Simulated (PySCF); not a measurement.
# C2H5Cl (chloroethane): levels of theory compared

Wanted: a comparison of 5 runs (HF/3-21G, B3LYP/6-31G*, PBE0/6-31G*, PBE0/6-311G**, CCSD(T)/6-31G**) of C2H5Cl (chloroethane). Input form: a Python script.

Program for the calculation: PySCF 2.14.0.

## Step 1: The molecule

C2H5Cl: 8 atoms, total charge 0, spin state singlet. As SMILES, `CCCl`. The coordinates come from a PBE0-D4/def2-TZVP relaxation.

Bond lengths: C1–C2 1.507 Å, C2–Cl3 1.788 Å, C1–H4 1.094 Å, C1–H5 1.091 Å, C1–H6 1.091 Å, C2–H7 1.089 Å, C2–H8 1.089 Å. Some angles: C1–C2–Cl3 111.4°, C1–C2–H7 111.9°, C1–C2–H8 111.9°, Cl3–C2–H7 106.3°, Cl3–C2–H8 106.3°, C2–C1–H4 109.6°, C2–C1–H5 111.0°, C2–C1–H6 111.0°, H7–C2–H8 108.7°, H4–C1–H5 108.4°.

## Step 2: Energy and forces at HF/3-21G (run 1)

geometry.xyz reads:

```xyz
8
C2H5Cl
C     -0.443010     0.585800    -0.310980
C      0.277050    -0.619150     0.237130
Cl     1.866810    -0.174460     0.923480
H     -1.409310     0.279580    -0.722170
H      0.135050     1.058950    -1.106120
H     -0.620590     1.325030     0.471490
H      0.475020    -1.361020    -0.535740
H     -0.281020    -1.094720     1.042920
```

job.py reads:

```python
import pyscf.grad
from pyscf import gto, scf

mol = gto.M(
    atom='geometry.xyz',
    charge=0,
    verbose=3,
    max_memory=1860,
    basis='3-21g',
    spin=0,
)

myscf = scf.RHF(mol)
myscf.conv_tol = 1e-10
myscf.kernel()
if not myscf.converged:
    myscf = myscf.newton().run(myscf.mo_coeff, myscf.mo_occ)

energy = myscf.e_tot
print('E = %.10f Eh' % energy)
grad = myscf.Gradients().kernel()
dip = myscf.dip_moment()
pop, q = myscf.mulliken_pop()
```

The run is started by

```console
$ OMP_NUM_THREADS=1 python job.py
```

What it wrote:

```text
converged SCF energy = -535.508909832725
E = -535.5089098327 Eh
--------------- RHF gradients ---------------
         x                y                z
0 C     0.0076725402    -0.0127273414     0.0058270491
1 C     0.0352990444     0.0298088832     0.0118715731
2 Cl    -0.0371418466    -0.0111797455    -0.0159018564
3 H    -0.0053476863    -0.0017786335    -0.0022618437
4 H     0.0030212186     0.0027965470    -0.0045056791
5 H    -0.0011530887     0.0042634309     0.0042051941
6 H     0.0018334365    -0.0066501600    -0.0058997159
7 H    -0.0041836182    -0.0045329807     0.0066652788
----------------------------------------------
Dipole moment(X, Y, Z, Debye): -2.39620, -0.44615, -1.07232
 ** Mulliken pop  **
pop of  0 C 1s            1.98828
pop of  0 C 2s            0.35401
pop of  0 C 3s            1.12389
pop of  0 C 2px           0.54459
pop of  0 C 2py           0.53634
pop of  0 C 2pz           0.55155
pop of  0 C 3px           0.50983
pop of  0 C 3py           0.43016
pop of  0 C 3pz           0.54479
pop of  1 C 1s            1.98891
pop of  1 C 2s            0.34804
pop of  1 C 3s            1.20225
pop of  1 C 2px           0.43128
pop of  1 C 2py           0.57253
pop of  1 C 2pz           0.56222
pop of  1 C 3px           0.44651
pop of  1 C 3py           0.49288
pop of  1 C 3pz           0.57042
pop of  2 Cl 1s           1.99867
pop of  2 Cl 2s           1.96062
pop of  2 Cl 3s           1.12310
pop of  2 Cl 4s           0.85516
pop of  2 Cl 2px          1.96405
pop of  2 Cl 2py          1.97125
pop of  2 Cl 2pz          1.97049
pop of  2 Cl 3px          0.87270
pop of  2 Cl 3py          1.08193
pop of  2 Cl 3pz          1.05984
pop of  2 Cl 4px          0.47612
pop of  2 Cl 4py          0.86364
pop of  2 Cl 4pz          0.82225
pop of  3 H 1s            0.46451
pop of  3 H 2s            0.31738
pop of  4 H 1s            0.46542
pop of  4 H 2s            0.30486
pop of  5 H 1s            0.46542
pop of  5 H 2s            0.30486
pop of  6 H 1s            0.46852
pop of  6 H 2s            0.26111
pop of  7 H 1s            0.46851
pop of  7 H 2s            0.26112
 ** Mulliken atomic charges  **
charge of    0C =     -0.58343
charge of    1C =     -0.61504
charge of    2Cl =     -0.01982
charge of    3H =      0.21811
charge of    4H =      0.22972
charge of    5H =      0.22972
charge of    6H =      0.27037
charge of    7H =      0.27037
```

It took 1.6 s on 1 thread of Arm Neoverse V1, shared host; peak memory 0.12 GiB.

## Step 3: Energy and gradient at B3LYP/6-31G(d) (spherical functions) (run 2)

input.py reads:

```python
# CCCl
from pyscf import gto, dft

molecule = gto.M(
    atom='''
C       -0.443010       0.585800      -0.310980
C        0.277050      -0.619150       0.237130
Cl       1.866810      -0.174460       0.923480
H       -1.409310       0.279580      -0.722170
H        0.135050       1.058950      -1.106120
H       -0.620590       1.325030       0.471490
H        0.475020      -1.361020      -0.535740
H       -0.281020      -1.094720       1.042920
''',
    verbose=4,
    max_memory=1860,
    basis='6-31g*',
)

mf = dft.RKS(molecule, xc='b3lyp')
mf.grids.level = 5
mf.conv_tol = 1e-10
mf.kernel()
if not mf.converged:
    mf = mf.newton().run(mf.mo_coeff, mf.mo_occ)

etot = mf.e_tot
print('E(%s) = %.9f' % ('B3LYP', etot))
grad = mf.nuc_grad_method().kernel()
mf.analyze()
```

The run is started by

```console
$ OMP_NUM_THREADS=1 python input.py
```

What it wrote:

```text
PySCF version 2.14.0

[... 94 lines left out ...]
DFT Exchange-Correlation Energy =      -41.021121010525832
[... 9 lines left out ...]
MO #8   energy= -0.858204691293585 occ= 2
[... 7 lines left out ...]
MO #16  energy= -0.292777517198419 occ= 2
[... 7 lines left out ...]
MO #24  energy= 0.212604198313763  occ= 0
[... 7 lines left out ...]
MO #32  energy= 0.615850633284106  occ= 0
[... 7 lines left out ...]
MO #40  energy= 0.908305093288004  occ= 0
[... 7 lines left out ...]
MO #48  energy= 1.57249389968368   occ= 0
[... 7 lines left out ...]
MO #56  energy= 2.57762561967372   occ= 0
[... 67 lines left out ...]
Dipole moment(X, Y, Z, Debye): -1.94490, -0.36551, -0.86979
```

Wall time 16 s (1 thread of Arm Neoverse V1, shared host); peak memory 0.57 GiB.

Runs 3 to 4 aren't shown in full; the table further down has their settings and results.

## Step 4: A single-point energy at CCSD(T)/6-31G(d,p) (spherical functions) (run 5)

calc.py reads:

```python
from pyscf import gto, scf, cc

mol = gto.M(
    atom=[
    ('C', (-0.443010, 0.585800, -0.310980)),
    ('C', (0.277050, -0.619150, 0.237130)),
    ('Cl', (1.866810, -0.174460, 0.923480)),
    ('H', (-1.409310, 0.279580, -0.722170)),
    ('H', (0.135050, 1.058950, -1.106120)),
    ('H', (-0.620590, 1.325030, 0.471490)),
    ('H', (0.475020, -1.361020, -0.535740)),
    ('H', (-0.281020, -1.094720, 1.042920)),
],
    max_memory=1860,
    basis='6-31g**',
    charge=0,
    verbose=4,
)

mf = scf.RHF(mol)
mf.conv_tol = 1e-10
mf.kernel()
if not mf.converged:
    mf = mf.newton().run(mf.mo_coeff, mf.mo_occ)

mycc = cc.CCSD(mf, frozen=7)
mycc.kernel()
e_t = mycc.ccsd_t()
energy = mycc.e_tot + e_t
print('Final energy', energy)
dip = mf.dip_moment()
pop, q = mf.mulliken_pop()
```

The run is started by

```console
$ OMP_NUM_THREADS=1 python calc.py
```

What it wrote:

```text
PySCF version 2.14.0

[... 62 lines left out ...]
converged SCF energy = -538.13724814445
[... 12 lines left out ...]
Init t2, MP2 energy = -538.557962309635  E_corr(MP2) -0.420714165184548
[... 11 lines left out ...]
CCSD converged
[... 2 lines left out ...]
Final energy -538.6113300862943
Dipole moment(X, Y, Z, Debye): -2.13427, -0.40375, -0.95403
[... 80 lines left out ...]
charge of    7H =      0.16675
```

Run time: 10 s. Hardware: 1 thread of Arm Neoverse V1, shared host; peak memory 0.24 GiB.

## Step 5: All runs side by side

| run | level | integration grid | task | energy (Eh) | dipole moment (D) of the reference | HOMO energy (eV) | LUMO energy (eV) | wall time |
| --- | --- | --- | --- | --- | --- | --- | --- | --- |
| 1 | HF/3-21G | – | gradient | -535.508910 | 2.66 | -11.71 | 5.67 | 1.6 s |
| 2 | B3LYP/6-31G* (spherical functions) | 5 | gradient | -539.420932 | 2.16 | -7.93 | 1.04 | 16 s |
| 3 | PBE0/6-31G* (spherical functions) | 5 | gradient | -539.153070 | 2.20 | -8.23 | 1.28 | 13 s |
| 4 | PBE0/6-311G** | 5 | gradient | -539.205441 | 2.24 | -8.39 | 0.89 | 28 s |
| 5 | CCSD(T)/6-31G** (spherical functions) | – | energy | -538.611330 | 2.37 | -11.66 | 5.41 | 10 s |

## Step 6: What came out

```
                                          quantity          value
                               run 5: total energy  -538.61133 Eh
       run 5: dipole moment (Hartree–Fock density)         2.37 D
        run 5: HOMO energy (Hartree–Fock orbitals)      -11.66 eV
        run 5: LUMO energy (Hartree–Fock orbitals)        5.41 eV
      run 5: HOMO–LUMO gap (Hartree–Fock orbitals)       17.07 eV
run 5: correlation energy (7 core orbitals frozen)     -474.1 mEh
                             run 5: (T) correction     -12.03 mEh
                              run 5: T1 diagnostic          0.007
```

In words: Over runs 1, 2, 3, 4 the dipole moment (its size) runs from 2.16 D (B3LYP/6-31G*) to 2.66 D (HF/3-21G). The two ends differ in method and basis. Over runs 1, 2, 3, 4 the HOMO–LUMO gap runs from 8.96 eV (B3LYP/6-31G*) to 17.38 eV (HF/3-21G). Totals of different functionals can't be ranked against each other. All runs together took 69 s, the longest 28 s.
